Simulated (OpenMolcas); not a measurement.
# One shape, several levels: triplet BH

We compute a comparison of 6 runs (U-revPBE/def2-TZVPPD, UB3LYP/def2-TZVPPD, UM06-2X/def2-TZVPPD, UTPSS/def2-TZVPPD, ROMP2/def2-TZVPPD, ROCCSD(T)/def2-TZVPPD) of triplet BH. 

The results are computed with OpenMolcas 26.06.

## (1) The system as given

The species is BH (2 atoms), meant as a triplet with charge 0. As SMILES of the parent species, `[BH]`. The bond length is the one measured for the parent species. That shape belongs to the parent species and isn't relaxed for this state.

Bond lengths: B1–H2 1.232 Å.

## (2) The energy at U-revPBE/def2-TZVPPD (run 1)

Contents of test.input:

```
&GATEWAY
BASLIB
$CurrDir
BASISSET
B.def2-TZVPPD....
B1 0.000000 0.000000 0.000000 angstrom
End of Basis
BASISSET
H.def2-TZVPPD....
H2 0.000000 0.000000 1.232400 angstrom
End of Basis
&SEWARD
GRIDINPUT
Grid=UltraFine
End of Grid
&SCF
UHF
SPIN
3
KSDFT
revPBE
THRESHOLDS
1e-10 1e-07 1e-07 1e-05
PRORBITALS
0
```

The basis set def2-TZVPPD is read from a file made from the Basis Set Exchange's data (not shown).

Command:

```bash
$ export MOLCAS_MEM=1860
$ pymolcas test.input > test.log
```

Output:

```text
--- Start Module: gateway ---
[...]
--- Stop Module: gateway /rc=_RC_ALL_IS_WELL_ ---
--- Start Module: seward ---
[...]
      Basis functions           54
--- Stop Module: seward /rc=_RC_ALL_IS_WELL_ ---
--- Start Module: scf ---
[...]
       Convergence after  24 Iterations
[...]
::    Total KS-DFT energy                             -25.2491814741
[...]
      Total spin, S                                     1.0004559347
[...]
      Total electronic charge=    6.000000
      Total            charge=   -0.000000
[...]
      Dipole Moment (debye):
      Origin of the operator (angstrom)=    0.0000    0.0000    0.1034
                   X=  1.1522E-14               Y=  5.6474E-15               Z=  1.9716E-01           Total=  1.9716E-01
      Quadrupole Moment (debye*angstrom):
[...]
--- Stop Module: scf /rc=_RC_ALL_IS_WELL_ ---
[...]
```

Run time: 14 s. Hardware: 1 thread of Arm Neoverse V1, shared host; peak memory 0.39 GiB.

## (3) The energy at UB3LYP/def2-TZVPPD (run 2)

Contents of mol.inp:

```
* BH Kohn-Sham DFT
>>> EXPORT MOLCAS_PRINT=2
&gateway
baslib = $CurrDir
coord
2
angstrom
B        0.000000       0.000000       0.000000
H        0.000000       0.000000       1.232400
basis = def2-TZVPPD
group = NoSym
&seward
gridinput
Grid=UltraFine
End of Grid
&scf
uhf
spin = 3
ksdft = B3LYP
thresholds = 1e-10 1e-07 1e-07 1e-05
prorbitals = 1 2
```

The basis set def2-TZVPPD is read from a file made from the Basis Set Exchange's data (not shown).

Command:

```bash
$ export MOLCAS_MEM=1860
$ pymolcas mol.inp > mol.log
```

Output:

```text
--- Start Module: gateway ---
[...]
--- Stop Module: gateway /rc=_RC_ALL_IS_WELL_ ---
--- Start Module: seward ---
[...]
      Basis functions           54
--- Stop Module: seward /rc=_RC_ALL_IS_WELL_ ---
--- Start Module: scf ---
[...]
       Convergence after  22 Iterations
[...]
::    Total KS-DFT energy                             -25.2576814897
[...]
      Total spin, S                                     1.0005073761
[...]
      Total electronic charge=    6.000000
      Total            charge=   -0.000000
[...]
      Dipole Moment (debye):
      Origin of the operator (angstrom)=    0.0000    0.0000    0.1034
                   X=  9.1199E-15               Y=  1.0510E-14               Z=  1.8622E-01           Total=  1.8622E-01
      Quadrupole Moment (debye*angstrom):
[...]
--- Stop Module: scf /rc=_RC_ALL_IS_WELL_ ---
[...]
```

Run time: 14 s. Hardware: 1 thread of Arm Neoverse V1, shared host; peak memory 0.39 GiB.

## (4) The energy at UM06-2X/def2-TZVPPD (run 3)

Contents of calc.inp:

```
* BH Kohn-Sham DFT

&gateway
 baslib = $CurrDir
 coord
 2
 bohr
 B      0.00000000     0.00000000     0.00000000
 H      0.00000000     0.00000000     2.32889848
 basis = def2-TZVPPD
 group = NoSym

&seward
 gridinput
 Grid=UltraFine
 End of Grid

&scf
 uhf
 spin = 3
 ksdft = M062X
 thresholds = 1e-10 1e-07 1e-07 1e-05
 prorbitals = 0
```

The basis set def2-TZVPPD is read from a file made from the Basis Set Exchange's data (not shown).

Command:

```bash
$ export MOLCAS_MEM=1860
$ pymolcas calc.inp > calc.log
```

Output:

```text
--- Start Module: gateway ---
[...]
--- Stop Module: gateway /rc=_RC_ALL_IS_WELL_ ---
--- Start Module: seward ---
[...]
      Basis functions           54
--- Stop Module: seward /rc=_RC_ALL_IS_WELL_ ---
--- Start Module: scf ---
[...]
       Convergence after  51 Iterations
[...]
::    Total KS-DFT energy                             -25.2368547709
[...]
      Total spin, S                                     1.0004577593
[...]
      Total electronic charge=    6.000000
      Total            charge=   -0.000000
[...]
      Dipole Moment (debye):
      Origin of the operator (angstrom)=    0.0000    0.0000    0.1034
                   X=  2.0682E-11               Y= -5.6957E-12               Z=  2.2351E-01           Total=  2.2351E-01
      Quadrupole Moment (debye*angstrom):
[...]
--- Stop Module: scf /rc=_RC_ALL_IS_WELL_ ---
[...]
```

Wall time 44 s (1 thread of Arm Neoverse V1, shared host); peak memory 0.39 GiB.

Runs 4 to 5 aren't shown in full; the table further down has their settings and results.

## (5) The energy at ROCCSD(T)/def2-TZVPPD (run 6)

Contents of input.xyz:

```xyz
2

B      0.000000     0.000000     0.000000
H      0.000000     0.000000     1.232400
```

Contents of test.inp:

```
* BH CCSD(T)

&GATEWAY
 BasLib
 $CurrDir
 Coord
 input.xyz
 Basis
 def2-TZVPPD
 Group
 NoSym

&SEWARD

&SCF
 UHF
 Spin
 3
 Thresholds
 1e-10 1e-07 1e-07 1e-05
 PrOrbitals
 1 1

&RASSCF
 FileOrb
 $Project.UnaOrb
 Spin
 3
 Nactel
 2 0 0
 Inactive
 2
 Ras2
 2
 OutOrbitals
 Canonical
 OrbListing
 Few

&MOTRA
 JobIph
 Frozen
 1

&CCSDT
 CCT
 Triples
 3
 Iterations
 80
 Accuracy
 1e-08
 Extrapolation
 5 4
```

The basis set def2-TZVPPD is read from a file made from the Basis Set Exchange's data (not shown).

Command:

```bash
$ export MOLCAS_MEM=1860
$ pymolcas test.inp > test.log
```

Output:

```text
--- Start Module: gateway ---
[...]
--- Stop Module: gateway /rc=_RC_ALL_IS_WELL_ ---
[...]
      Basis functions           54
[...]
       Convergence after  23 Iterations
[...]
::    Total SCF energy                                -25.1160081272
[...]
      Total spin, S                                     1.0009276928
[...]
      Number of active orbitals                  2
[...]
      Spin quantum number                      1.0
[...]
      Active orbitals                            2
[...]
      Number of CSFs                             1
[...]
      Number of root(s) required                 1
[...]
      Convergence after  7 iterations
[...]
      printout of CI-coefficients larger than  0.05 for root  1
      energy=     -25.114748
      conf/sym  11     Coeff  Weight
             1  uu   1.00000 1.00000
      Natural orbitals and occupation numbers for root  1
      sym 1:   1.000000   1.000000
      ************************************************************************************************************************
      *                                                    Final results                                                     *
[...]
::    RASSCF root number  1 Total energy:    -25.11474813
[...]
      Total electronic charge=    6.000000
      Total            charge=   -0.000000
[...]
      Dipole Moment (debye):
      Origin of the operator (angstrom)=    0.0000    0.0000    0.1034
                   X=  4.2090E-13               Y=  2.9483E-13               Z=  1.1125E-01           Total=  1.1125E-01
      Quadrupole Moment (debye*angstrom):
[...]
--- Start Module: motra ---
[...]
      *** WARNING: Default frozen orbitals is overwritten by user input.
      *** Default values:   1
[...]
--- Stop Module: motra /rc=_RC_ALL_IS_WELL_ ---
--- Start Module: ccsdt ---
[...]
      Convergence after                    15  Iterations
      Total energy (diff) :     -25.18071858       0.00000001
[...]
 METHOD                       : CCSD+T(CCSD)+<T3(1)WT1>+<T3(1)UT2> = CCSD(T)
[...]
       CCSD     =       -25.1807185787508
[...]
--- Stop Module: ccsdt /rc=_RC_ALL_IS_WELL_ ---
[...]
```

It took 4.8 s on 1 thread of Arm Neoverse V1, shared host; peak memory 0.39 GiB.

## (6) The series

| run | level | integration grid | frozen core orbitals | energy (Eh) | dipole moment (D) | HOMO energy (eV) | ⟨S²⟩ | wall time |
| --- | --- | --- | --- | --- | --- | --- | --- | --- |
| 1 | U-revPBE/def2-TZVPPD | UltraFine | – | -25.249181 | 0.20 | -4.30 | 2.001 | 14 s |
| 2 | UB3LYP/def2-TZVPPD | UltraFine | – | -25.257681 | 0.19 | -5.22 | 2.002 | 14 s |
| 3 | UM06-2X/def2-TZVPPD | UltraFine | – | -25.236855 | 0.22 | -6.28 | 2.001 | 44 s |
| 4 | UTPSS/def2-TZVPPD | UltraFine | – | -25.264909 | 0.21 | -4.43 | 2.002 | 22 s |
| 5 | ROMP2/def2-TZVPPD | – | 1 | -25.170719 | – | – | – | 3.9 s |
| 6 | ROCCSD(T)/def2-TZVPPD | – | 1 | -25.182164 | – | – | – | 4.8 s |

## (7) Outcome

| quantity | value |
| --- | --- |
| run 6: total energy | -25.18216 Eh |
| run 6: (T) correction | -1.45 mEh |

What this shows: Over runs 1, 2, 3, 4 the dipole moment (its size) runs from 0.19 D (UB3LYP/def2-TZVPPD) to 0.22 D (UM06-2X/def2-TZVPPD). Totals of different functionals can't be ranked against each other. All runs together took 1.7 min, the longest 44 s.
